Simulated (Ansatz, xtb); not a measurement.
## Relative energy of two structures of C2H2N−

Structure a: `[C-]#[N+][CH2-]`, a singlet. Structure b: a singlet given by its coordinates. Both are isolated ions in the gas phase, relaxed with B3LYP-D3(BJ)/def2-SVPD.

a (Å):

```yaml
atoms:
  - { symbol: C, position_ang: [-0.3531, 1.2654, 0.6460] }
  - { symbol: C, position_ang: [-1.2210, -0.7881, -0.6369] }
  - { symbol: N, position_ang: [-0.7023, 0.3042, 0.0535] }
  - { symbol: H, position_ang: [-0.7786, -0.8440, -1.6470] }
  - { symbol: H, position_ang: [-0.9976, -1.7225, -0.0927] }
```

b (Å):

```xyz
5

C    -1.2904    1.9397    0.2789
C    -0.9687    1.4233   -0.8456
N    -0.5376    1.0508   -1.9991
H    -2.2601    1.8381    0.7683
H    -0.0876    0.1325   -1.9544
```

Close contacts (Å): C1–C2 1.28, C2–N3 1.29, C1–H4 1.09, N3–H5 1.02.

Energies in hartree; the thermal terms are from B3LYP-D3(BJ)/def2-SVPD harmonic frequencies (ideal gas, rigid rotor, one conformer each, 298.15 K, 1 atm) and include the zero-point energy:

|  | a | b |
| --- | --- | --- |
| E, CCSD(T)/def2-TZVPPD | −131.867990 | −131.874284 |
| zero-point energy | 0.030377 | 0.030291 |
| H(298 K) − E | 0.034943 | 0.034809 |
| G(298 K) − E | 0.006752 | 0.006840 |

**Question.** Work out ΔE, ΔE₀, ΔH and ΔG for a → b in kJ/mol (1 Eh = 2625.50 kJ/mol) and the equilibrium ratio [b]/[a].

**Answer.** 1. ΔE = −131.874284 − (−131.867990) = −0.006294 Eh = −16.52 kJ/mol.
2. ΔE₀ = ΔE + ΔZPE = −0.006294 + (−0.000086) Eh = −16.75 kJ/mol.
3. ΔH = ΔE + (−0.000134) Eh = −16.88 kJ/mol.
4. ΔG = ΔE + (+0.000088) Eh = −16.29 kJ/mol, so ΔS = (ΔH − ΔG)/T = −2.0 J/(mol K).
5. kT = 0.9442 mEh, so K = [b]/[a] = exp(−ΔG/kT) = exp(+6.57) ≈ 720.

Structure b is favoured at this temperature. An error of 4 kJ/mol in ΔG would change K by a factor of 5. HF/STO-3G gave ΔE the other sign. Mirror images and further conformers aren't counted.

Other levels gave ΔE = −48.2 (GFN2-xTB); +65.0 (HF/STO-3G, GFN2-xTB geometries); −16.1 (r2SCAN-D4/def2-SVPD, GFN2-xTB geometries); −20.9 (B3LYP-D3(BJ)/def2-SVPD); −3.2 (HF/def2-TZVPPD); −18.4 (MP2/def2-TZVPPD) kJ/mol. The correlated steps freeze 3 core orbitals. Programs: Ansatz 0.2.0, xtb 6.7.1.
